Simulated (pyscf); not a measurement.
Single points on ωB97X-D3(BJ)/def2-SVP structures (PySCF, gas phase). Correlated levels are frozen-core, on RHF or UHF. ΔMP2 is the change of the MP2 total energy from the triple- to the quadruple-zeta basis.

Problem. H₃C–CH₂–BH–NH₂ -> H₂B–NH₂ + H₂C=CH₂
Surface: singlet. Broken: B–C, C–H. Formed: B–H. Give ΔE‡ and ΔE from CCSD/def2-TZVPP, relative to the reactant's lowest minimum found.

Solution. ΔE‡ = 56.3 kcal/mol, ΔE = +33.7 kcal/mol. CCSD(T)/def2-TZVPP + ΔMP2(QZVPP) gives 53.9 kcal/mol and +34.0 kcal/mol. Zero-point energy shifts the barrier by -2.2 kcal/mol. It is an elimination, with an imaginary mode of 425i cm⁻¹. At the saddle there is also a short B–C contact that neither side keeps. H₃C–CH₂–BH–NH₂ lies 12.3 kcal/mol over its isomer H₃C–B(CH₃)–NH₂, and others may lie lower still (electronic energy, ωB97M-D3(BJ)). One saddle was located; it need not be the lowest between these sides. The CCSD(T) − MP2 part came from Ansatz, without density fitting, on the same reference.
